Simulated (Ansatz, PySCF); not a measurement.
Breaking a bond: SMILES ClB(Cl)Cl. The B1–Cl4 bond (B1 also carries Cl, Cl; Cl4 carries nothing else) is pulled apart rigidly from the PBE0/def2-TZVP optimised geometry. Each curve is given relative to its own lowest point near equilibrium.

```csv
R / Å,A,B,C,D
1.40,268.8,270.0,251.3,251.3
1.49,124.9,126.2,113.5,113.5
1.57,51.6,52.9,44.9,44.9
1.63,20.5,21.6,16.6,16.6
1.67,8.3,9.2,6.1,6.1
1.74,0.0,0.0,0.0,0.0
1.80,2.9,1.8,4.1,4.1
1.84,8.7,6.7,10.4,10.4
1.92,27.3,23.0,29.2,29.2
2.00,52.5,45.3,53.7,53.7
2.14,105.5,91.9,103.6,103.6
2.36,196.2,170.1,185.7,185.7
2.61,286.4,252.4,271.2,271.2
2.86,330.7,322.8,343.4,343.4
3.09,349.8,372.7,397.7,397.7
3.44,362.1,416.8,459.7,460.5
3.82,366.7,442.4,496.8,507.0
4.24,368.4,457.8,518.0,539.9
4.69,368.9,466.5,529.8,560.9
5.30,369.2,471.9,537.3,575.7
6.10,369.3,474.4,—,583.7
```

Energies in kJ/mol.

### Question
Assign the columns to these levels of theory: restricted LDA (SVWN5)/6-31G*, spherical d in PySCF 2.14.0; Ansatz (an electronic-structure program) with UHF/cc-pVTZ; unrestricted B3LYP/6-31G*, spherical d run with PySCF 2.14.0; unrestricted LDA (SVWN5)/6-31G*, spherical d (PySCF).

### Answer
A is UHF; B is UKS-B3LYP/6-31G*; C is UKS-LDA (SVWN5)/6-31G*; D is RKS-LDA (SVWN5)/6-31G*.

A dash means that the run gave no value there, or that the column was ended at a point which the program doubted or which failed a test of continuity chosen for this set; such a test can also cut sound points.

The unrestricted solution behind UKS-LDA (SVWN5)/6-31G* changes between 5.30 and 6.10 Å, which can leave a kink. The unrestricted determinant behind UKS-LDA (SVWN5)/6-31G* is spin-contaminated at 3.44 to 6.10 Å (<S²> up to 1.2, against 0.00 for a pure singlet). The unrestricted determinant behind UHF is spin-contaminated at 2.61 to 6.10 Å (<S²> up to 1.0, against 0.00 for a pure singlet). The restricted form behind RKS-LDA (SVWN5)/6-31G* keeps the bonding electrons paired and can't separate into open-shell fragments. The unrestricted determinant behind UKS-B3LYP/6-31G* is spin-contaminated at 3.09 to 6.10 Å (<S²> up to 0.9, against 0.00 for a pure singlet).
